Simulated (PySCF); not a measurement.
Dissociation curve of SMILES C=CCl (C2H3Cl). The C2–Cl6 bond (C2 also carries C, H; Cl6 carries nothing else) is stretched with both fragments frozen at the PBE0/def2-TZVP optimised geometry.

- RHF/def2-TZVP (PySCF)
- UKS-PBE0 = unrestricted PBE0/def2-TZVP in PySCF

Energies relative to the lowest point of each curve near equilibrium, in kJ/mol:

| R / Å | RHF |
|---|---|
| 1.56 | 48.6 |
| 1.61 | 22.0 |
| 1.66 | 6.7 |
| 1.72 | 0.0 |
| 1.78 | 3.0 |
| 1.84 | 13.2 |
| 1.88 | 23.0 |
| 2.15 | 122.9 |
| 2.30 | 186.7 |
| 4.18 | 640.9 |
| 4.59 | 679.3 |
| 5.20 | 719.5 |

Task: Estimate the UKS-PBE0 values at these points.

Result: 1.56: 41.6; 1.61: 18.1; 1.66: 5.0; 1.72: 0.0; 1.78: 3.8; 1.84: 14.0; 1.88: 23.5; 2.15: 115.7; 2.30: 173.1; 4.18: 410.7; 4.59: 413.5; 5.20: 414.8 (kJ/mol).

The restricted form behind RHF keeps the bonding electrons paired and can't separate into open-shell fragments. The unrestricted determinant behind UKS-PBE0 is spin-contaminated at 2.61 to 5.20 Å (<S²> up to 1.0, against 0.00 for a pure singlet).
